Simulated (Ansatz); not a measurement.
`C=C(N)C#N` + H₂O → `C=C(O)C#N` + NH₃ at 298.15 K and 1 bar (formal hydrolysis of a C–N bond).

Gas-phase electronic energies from Ansatz, PBE0-D4/def2-TZVP geometries. CCSD(T)/CBS adds triple-zeta CCSD(T) − MP2 to the extrapolated MP2 energy (def2 sets, frozen cores). This one scheme is used for every species. Each species was taken in one conformer, which may not be the lowest.

| species | CCSD(T)/CBS energy (Eh) | H − E (kJ/mol) | S (J/(mol·K)) |
| --- | --- | --- | --- |
| `C=C(N)C#N` | -225.92454 | 195.3 | 300.6 |
| H₂O | -76.37941 | 66.4 | 188.7 |
| `C=C(O)C#N` | -245.78570 | 161.7 | 300.4 |
| NH₃ | -56.50880 | 100.5 | 192.4 |

H − E and S are ideal-gas, rigid-rotor, harmonic terms from PBE0-D4/def2-TZVP, for one conformer and one mirror image of each species. 1 Eh = 2625.50 kJ/mol, R = 8.31446 J/(mol·K).

**Question.** By hand: ΔE, ΔH, ΔS and ΔG.

**Answer.** ΔE = (-245.78570) + (-56.50880) − (-225.92454) − (-76.37941) = 0.00945 Eh = 24.8 kJ/mol. Δ(H − E) = 161.7 + 100.5 − 195.3 − 66.4 = 0.5, so ΔH = 25.3 kJ/mol. ΔS = 300.4 + 192.4 − 300.6 − 188.7 = 3.5 J/(mol·K). ΔG = 25.3 − 298.15 × (3.5)/1000 = 24.3 kJ/mol.

**Question.** By hand: the equilibrium constant, and the temperature at which ΔG would vanish if ΔH and ΔS stayed fixed.

**Answer.** log₁₀ K = −ΔG/(RT ln 10) = -4.3. ΔG = 0 at ΔH/ΔS = 7229 K, far beyond where these terms or the molecules hold.

The number of gas molecules stays the same, so ΔS is small and ΔH decides. A doubt of 5 kJ/mol in ΔE shifts log₁₀ K by 0.9 here. Other conformers and mirror images would add mixing entropy, several J/(mol·K) or more a flexible species. These are equilibria of isolated gas molecules and say nothing of rates. Largest T1 diagnostic: 0.014 (customary marks: 0.02 for closed shells, 0.045 for open ones).
